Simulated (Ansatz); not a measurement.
# CPCl+ (doublet): wave-function methods side by side, cc-pVDZ

One table from this session's results is given with a row withheld; the runs are named, their logs left out.

Computed with Ansatz 0.2.0, Gaussian basis. Level: cc-pVDZ, core rule «outside noble gas», up to 11 orbitals frozen.

To be run: UHF; CCSD(T) on ROHF; CCSD(T) on UHF; BCCD(T) on ROHF; CISD; CCSDT(Q) on ROHF; CCSDT(Q) on UHF; CASSCF and MRCISD+Q, 13 electrons in 11 orbitals; CASSCF and NEVPT2, 13 electrons in 11 orbitals.

14 further runs of the same task are left out: 8 that didn't finish, 6 set aside as unsound or not needed.

**What is computed**

The geometry is a PBE0/def2-TZVP stationary point (not a proven minimum) of the parent state, kept for this charge and spin.

3 atoms, charge 1, spin multiplicity 2.

Atoms are counted from 1 here; the program's logs count them from 0.

Bond lengths: Cl1–C2 1.627 Å, C2–P3 1.541 Å. Angles: Cl1–C2–P3 180.0°.

As a file:

```
Cl    0.0000    0.0000    1.5984
C     0.0000    0.0000   -0.0287
P     0.0000    0.0000   -1.5697
```

Set-up of the first run:

Input file in.yaml:

```yaml
crystal:
  periodic: [false, false, false]
  atoms:
    - {symbol: Cl, position_ang: [0.000000, 0.000000, 1.598400]}
    - {symbol: C, position_ang: [0.000000, 0.000000, -0.028700]}
    - {symbol: P, position_ang: [0.000000, 0.000000, -1.569700]}
basis:
  gaussian: {orbitals: cc-pVDZ}
total_charge: 1
magnetization: {spin_polarized: true, initial_magnetization: 1}
hamiltonian: {xc: hf}
output: {orbitals: {seedname: orbitals}}
```

The run is started by

```console
$ ansatz run in.yaml --threads 1 --pin off --events-out ev --progress --plain --max-ram 2393MiB
```

Among the steps run: UHF; CCSD(T) on ROHF; CCSD(T) on UHF; BCCD(T) on ROHF; CISD; CCSDT(Q) on ROHF; CCSDT(Q) on UHF; CASSCF and MRCISD+Q, 13 electrons in 11 orbitals; CASSCF and NEVPT2, 13 electrons in 11 orbitals.

One table of the session follows, with a row left open; its other results are not shown here.

```
          method  from UCCSDT(Q) (meV)
            ROHF              +10765.0
             UHF              +10682.8
            RMP2               +1359.8
            UMP2               +1396.7
            CISD               +1740.5
           RCCSD                +546.3
           UCCSD                +543.3
        RCCSD(T)                 +81.6
        UCCSD(T)                 +82.4
         BCCD(T)                 +77.5
          RCCSDT                 +47.6
          UCCSDT                 +47.3
       RCCSDT(Q)                  +6.5
       UCCSDT(Q)                     0
  CASSCF valence                     ?
  NEVPT2 valence               +1420.3
  MRCISD valence                +720.2
MRCISD+Q valence                 +69.4
```

Estimate the missing values for CASSCF valence.

The run gave: from UCCSDT(Q) (meV): +7283.4. In the column «from UCCSDT(Q) (meV)» it lies between CISD (+1740.5) and UHF (+10682.8).

To keep in mind: Restricted and unrestricted rows rest on different reference determinants; where their highest levels disagree by more than a few hundredths of an eV, they describe different states and don't form one ladder.
